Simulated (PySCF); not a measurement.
## Relaxation of triplet H₂O

Level of theory: UB3LYP in PySCF with O def2-TZVP, H def2-TZVP; no relativity; density-fitted integrals. A (50,194) grid was used.

A start displaced from a saddle point along its imaginary mode, of C∞v symmetry, held to at least that symmetry:

Coordinates in bohr (charge 0 multiplicity 3):
```
O     0.0000    0.0000   -0.0286
H     0.0000    0.0000    2.4967
H     0.0000    0.0000   -2.0432
```

Optimiser trace:
```
step  E − E(last) (kJ/mol)  largest gradient (Eh/bohr)
   0                 88.63                     0.04708
   1                 63.71                     0.05303
   2                 30.01                     0.08968
   3                 13.02                     0.00928
   4                  7.51                     0.00572
   5                  3.19                     0.00346
   6                  1.42                     0.00137
   7                  0.60                     0.00067
   8                  0.23                     0.00033
   9                  0.07                     0.00016
  10                  0.00                     0.00007
```

It ends at C∞v with O–H 0.977 Å. The molecule has come apart into OH + H. No frequency check is given, so it may be a saddle point.

Final geometry:
```xyz
3
charge 0 multiplicity 3, angstrom
O     0.0000    0.0000   -0.6332
H     0.0000    0.0000    2.4681
H     0.0000    0.0000   -1.6100
```

At this level a singlet minimum of C2v symmetry lies 506 kJ/mol below this structure.
